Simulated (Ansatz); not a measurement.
**How the lattice constant a of Ta (model structure, started from the beta-W type, Pm-3n, No. 223, 8 atoms in the cell) moves with the method**

No measured value is used here.

```tsv
level (code)	value (Å)
PBE (Ansatz)	…
PBEsol (Ansatz)	5.252
PBE-D3(BJ) (Ansatz)	5.260
```

Question: Fill in the missing entries.

Answer: 
- PBE (Ansatz, a first-principles code), value (Å): 5.311

Density-functional levels without +SOC have no spin–orbit coupling. Ansatz's density-functional and Hartree–Fock values are scalar-relativistic unless marked +SOC, with PAW data made under PBE.

A model structure was made by putting elements into a prototype or built by hand; it is no filed structure, need not be a known phase, and can be a saddle point held by its symmetry.
